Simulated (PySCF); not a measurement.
Compound: 1-hexyne, C6H10.
Cartesian coordinates in Å at the PBE0-D3(BJ)/def2-SVP level; atoms count from 1:
```xyz
16
C6H10 angstrom
C      2.9541    1.1321   -0.1565
C      2.2235    0.1690   -0.0770
C      1.3304   -0.9807    0.0099
C     -0.1048   -0.6834   -0.4363
C     -0.8173    0.3428    0.4327
C     -2.2275    0.6518   -0.0438
H      3.6073    1.9819   -0.2232
H      1.3260   -1.3484    1.0512
H      1.7485   -1.7993   -0.5997
H     -0.6699   -1.6312   -0.4314
H     -0.0905   -0.3362   -1.4834
H     -0.8471   -0.0242    1.4740
H     -0.2185    1.2690    0.4562
H     -2.7223    1.3879    0.6076
H     -2.8552   -0.2540   -0.0585
H     -2.2212    1.0638   -1.0657
```

Computed with PySCF at wB97X-D/def2-SVPD, non-relativistic, on one gas-phase PBE0-D3(BJ)/def2-SVP geometry that isn't relaxed in the solvent. The solvent is an IEF-PCM continuum (van der Waals radii × 1.2), and excitations are vertical TDDFT with non-equilibrium linear response and a frozen core. Only the electrostatic response of the medium enters.

```
run  E − E(gas) (kJ/mol)  HOMO (eV)  HOMO–LUMO gap (eV)  dipole (D)  lowest singlet (eV)  static polarisability (au)
gas                 0.00      -9.52               11.82        0.74                 6.57                        72.1
  P                -9.55      -9.61               11.98        0.99                 6.63                        88.3
  Q               -12.88      -9.66               12.03        1.10                 6.66                        95.2
```

**Question.** The runs were made in acetone and chloroform. Which run belongs to which solvent?

**Answer.** P = chloroform, Q = acetone. The dielectric constants are 4.711 (chloroform), 20.49 (acetone), and the energy falls further as ε rises. The optical constants n² used for the excitations are 2.09, 1.85 in the same order. In this model the ground state sees the solvent through ε alone.

**Question.** How constant is the ratio of the lowering to (ε − 1)/(2ε + 1)?

**Answer.** 
| solvent | (ε − 1)/(2ε + 1) | E − E(gas) (kJ/mol) | ratio (kJ/mol) | polarisation term (kJ/mol) |
| --- | --- | --- | --- | --- |
| chloroform | 0.356 | -9.55 | -26.8 | -10.44 |
| acetone | 0.464 | -12.88 | -27.8 | -14.56 |

The ratio changes by +3.4 % in size from chloroform to acetone. The polarisation term is half the interaction of the solute with the induced surface charges.

The pairwise dispersion term of wB97X-D wasn't added to the energies; at a given geometry it leaves orbitals and properties as they are.
